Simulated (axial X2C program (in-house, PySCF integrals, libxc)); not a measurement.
## Bond lengths and stretching modes, held linear, of NSiO²⁺

Calculated with an axial X2C code built on PySCF integrals: two-component X2C with atomic mean-field Coulomb and Gaunt terms, Gaussian nuclei, basis N dyall-av3z, Si dyall-v3z, O dyall-av3z with contracted cores. Spin-free rows use the one-electron spin-free X2C Hamiltonian.

Masses N 14.003, Si 27.977, O 15.995 u. States: 2c Ω = 1/2 (beyond evenly filled blocks: ω = 1/2); spin-free M_S = 1/2, Λ = 1 (beyond evenly filled blocks: π+α).

PBE0, 2c: energies above the lowest point

```json
{"r(N–Si) (Å)": "1.8272", "r(Si–O) (Å)": "1.5931", "E (meV)": "37.51"}
{"r(N–Si) (Å)": "1.8272", "r(Si–O) (Å)": "1.6340", "E (meV)": "14.13"}
{"r(N–Si) (Å)": "1.8272", "r(Si–O) (Å)": "1.6748", "E (meV)": "44.76"}
{"r(N–Si) (Å)": "1.8740", "r(Si–O) (Å)": "1.5931", "E (meV)": "24.87"}
{"r(N–Si) (Å)": "1.8740", "r(Si–O) (Å)": "1.6340", "E (meV)": "0.00"}
{"r(N–Si) (Å)": "1.8740", "r(Si–O) (Å)": "1.6748", "E (meV)": "29.09"}
{"r(N–Si) (Å)": "1.8740", "r(Si–O) (Å)": "1.7157", "E (meV)": "99.69"}
{"r(N–Si) (Å)": "1.9208", "r(Si–O) (Å)": "1.5931", "E (meV)": "34.08"}
{"r(N–Si) (Å)": "1.9208", "r(Si–O) (Å)": "1.6340", "E (meV)": "7.59"}
{"r(N–Si) (Å)": "1.9208", "r(Si–O) (Å)": "1.6748", "E (meV)": "34.98"}
{"r(N–Si) (Å)": "1.9677", "r(Si–O) (Å)": "1.6340", "E (meV)": "30.39"}
{"r(N–Si) (Å)": "1.9677", "r(Si–O) (Å)": "1.7157", "E (meV)": "122.59"}
```

Q: Fit a quadratic surface with cubic terms in each bond: where is the minimum, and what are the two stretching wavenumbers?

A: At PBE0, 2c: bonds 1.879 and 1.631 Å; harmonic stretches 475.8 and 973.3 cm⁻¹; force constants 1.53, 5.26 and coupling -0.15 mdyn/Å.

The other levels and Hamiltonians give:

```csv
Hamiltonian,level,r(N–Si) (Å),r(Si–O) (Å),lower stretch (cm⁻¹),upper stretch (cm⁻¹)
2c,HF,2.095,1.638,401.2,831.4
2c,BHandHLYP,1.908,1.615,374.5,990.4
spin-free,PBE0,1.878,1.631,475.9,973.4
spin-free,HF,2.095,1.638,401.1,831.0
spin-free,BHandHLYP,1.908,1.615,374.5,990.4
```

Each state is one determinant, the lowest of a limited PBE0 search; the stretches come from a fit to these few points and carry an uncertainty of a few per cent. Other orders of the atoms were not compared. Left out for rough or failed fits: MP2 2c, MP2 spin-free. The levels spread by more than a fifth, so the stretches depend strongly on the method. A multiply charged ion may be only metastable. The molecule was held linear; bending was not examined, so a bent shape may lie lower. Note: functional without a current term on a determinant with orbital currents, of the molecule or an atom.
